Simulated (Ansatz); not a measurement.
## Ansatz (development build ahead of 0.2.0) run

```yaml
crystal:
  periodic: [false, false, false]
  atoms:
    - { symbol: O, position_ang: [0.0, 0.0, 0.0] }
    - { symbol: H, position_ang: [0.0, 3.2, 2.4] }
    - { symbol: H, position_ang: [0.0, -3.2, 2.4] }
basis:
  gaussian: { orbitals: pcseg-2 }
magnetization:
  initial_magnetization: 2
hamiltonian:
  xc: pbe0
```

The input is written out in the form of the current development build from the run's settings.

Output:

```yaml
Converged: yes
Total_energy: -75.89404 hartree
Spin_squared_of_the_determinant: 2.000
Stability_test: minimum among restricted orbitals
```

Caution: stretched shape with no unrestricted run beside it, a lower state can exist; charge can spread falsely over distant fragments; other spin multiplicities may lie lower.
